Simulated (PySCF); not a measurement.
**Functional dependence of a UV spectrum**

Carbon trimer, C3 (singlet state).
SMILES: `C(=[C])=[C]`

Linear-response calculations in the def2-SVPD basis (PySCF; singlets by full response, triplets Tamm–Dancoff, core orbitals frozen in the response; HF means time-dependent Hartree–Fock). 'Strongest' is the level of largest summed f among the singlets computed (10 roots, of which the last may lack a degenerate partner); it can jump between rows when another state enters that window. S1 is the lowest singlet of each run and needn't be the same state throughout; f(S1) is that of one state. Isolated species at its PBE0-D3(BJ)/def2-SVP geometry, gas phase.

```tsv
functional	kind	S1 (eV)	f(S1)	strongest (eV)	T1 (eV)	HOMO (eV)	gap (eV)	ionisation energy, ΔSCF (eV)
LDA	LDA	2.68	0.014	7.98	1.70	-8.00	2.15	11.85
PBE	GGA	2.82	0.015	7.96	1.69	-7.92	2.33	11.73
B3LYP	global hybrid, 20% exact exchange	3.25	0.021	7.95	2.02	-9.33	4.54	12.26
PBE0	global hybrid, 25% exact exchange	3.24	0.021	8.01	1.91	-9.57	4.97	12.26
BHandHLYP	global hybrid, 50% exact exchange	3.46	0.000	8.00	2.23	-11.18	7.77	12.72
CAM-B3LYP	range-separated hybrid	3.52	0.025	7.94	2.19	-11.14	7.73	12.65
wB97X-D	range-separated hybrid	3.48	0.025	7.91	2.24	-11.61	8.84	12.56
LC-wPBE	range-separated hybrid	3.38	0.000	7.95	2.17	-12.62	10.29	12.96
HF	Hartree–Fock	2.76	0.000	8.01	2.27	-12.85	12.26	not settled
```

S1 runs from 2.68 eV (LDA) to 3.52 eV (CAM-B3LYP), a spread of 0.84 eV, while the orbital gap spreads over 10.1 eV. −ε(HOMO) comes closest to its own ΔSCF ionisation energy with LC-wPBE (-0.34 eV) and misses most with LDA (-3.85 eV). 'Not settled' means that the ion's SCF failed to converge or may have ended in another state than the lowest.
